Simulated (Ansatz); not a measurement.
A calculation with Ansatz (development build ahead of 0.2.0).

```yaml
crystal:
  periodic: [false, false, false]
  atoms:
    - { symbol: C, position_ang: [0.0, 0.0, -0.47802] }
    - { symbol: C, position_ang: [0.0, 0.0, 0.82192] }
    - { symbol: H, position_ang: [0.0, -0.94814, -1.03169] }
    - { symbol: H, position_ang: [0.0, 0.94814, -1.03169] }
basis:
  gaussian: { orbitals: def2-TZVP }
hamiltonian:
  xc: hf
correlation:
  method: mp2
  frozen_orbitals: { C: 1, H: 0 }
```

The input is written out in the form of the current development build from the run's settings.

Output:

* Converged: yes
* Reference energy: -76.79507 hartree
* Correlation energy: -0.27642 hartree
* Total energy: -77.07149 hartree
* Spin squared of the determinant: 0.000
